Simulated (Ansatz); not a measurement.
**Hafnium, hcp: convergence with the plane-wave cutoff**

Computed with Ansatz, PBE, scalar-relativistic PAW, on the relaxed cell (a = 3.205 Å, c = 5.074 Å (c/a = 1.583); spin not included). Errors count from a run at 420 eV on a Γ-centred 19×19×10 mesh with Fermi-Dirac smearing of 0.1 eV, extrapolated to zero width. Fixed here: mesh 11×11×6, Fermi-Dirac width 0.1 eV. The pressure holds a Pulay correction and is unreliable far below the recommended cutoff. The SCF starts from atomic densities corrected by a trained network.

```tsv
cutoff (eV)	E(σ→0) error (meV/atom)	P (GPa)	SCF iterations
150	34097.2	27.73	8
200	5629.5	-1.74	8
250	936.8	0.22	7
300	84.2	0.07	7
350	3.8	0.00	6
420	0.3	-0.01	6
500	-0.8	-0.02	7
600	-0.9	-0.02	7
800	-1.0	-0.02	7
```

Within 5 meV/atom of the last row: from 350 eV on.
